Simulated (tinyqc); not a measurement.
Worked calculation: extended Hueckel theory, for CO. One step of it, computed by the program tinyqc.

Task: Mulliken analysis. P = C n C^T; charge = valence electrons (C 4, O 6) minus the sum of (P S)_ii on the atom; overlap population = 2 sum P_ij S_ij between two atoms.

coefficients:
```
             MO1        MO2       MO3        MO4        MO5        MO6        MO7        MO8
1C 2s   0.337717  -0.570471  0.000000   0.000000   0.421542   0.000000   0.000000  -1.407577
1C 2px  0.000000   0.000000  0.400267  -0.037531   0.000000   0.982579  -0.019866   0.000000
1C 2py  0.000000   0.000000  0.037531   0.400267   0.000000   0.019866   0.982579   0.000000
1C 2pz  0.059447   0.373249  0.000000   0.000000  -0.601516   0.000000   0.000000  -1.424400
2O 2s   0.759805   0.304590  0.000000   0.000000   0.060867   0.000000   0.000000   1.637344
2O 2px  0.000000   0.000000  0.786922  -0.073786   0.000000  -0.708930   0.014333   0.000000
2O 2py  0.000000   0.000000  0.073786   0.786922   0.000000  -0.014333  -0.708930   0.000000
2O 2pz  0.029593   0.598900  0.000000   0.000000   0.687827   0.000000   0.000000  -0.971958
```

occupations: 2.000000  2.000000  2.000000  2.000000  2.000000  0.000000  0.000000  0.000000

overlap S, lower triangle:
```
            1C 2s    1C 2px    1C 2py     1C 2pz     2O 2s    2O 2px    2O 2py    2O 2pz
1C 2s    1.000000
1C 2px   0.000000  1.000000
1C 2py   0.000000  0.000000  1.000000
1C 2pz   0.000000  0.000000  0.000000   1.000000
2O 2s    0.510277  0.000000  0.000000   0.558380  1.000000
2O 2px   0.000000  0.336251  0.000000   0.000000  0.000000  1.000000
2O 2py   0.000000  0.000000  0.336251   0.000000  0.000000  0.000000  1.000000
2O 2pz  -0.360221  0.000000  0.000000  -0.250475  0.000000  0.000000  0.000000  1.000000
```

Give: charges; Overlap populations.

Result:

charges: 1C 0.3107, 2O -0.3107

Overlap populations:
```
pair     value
2-1   1.598138
```
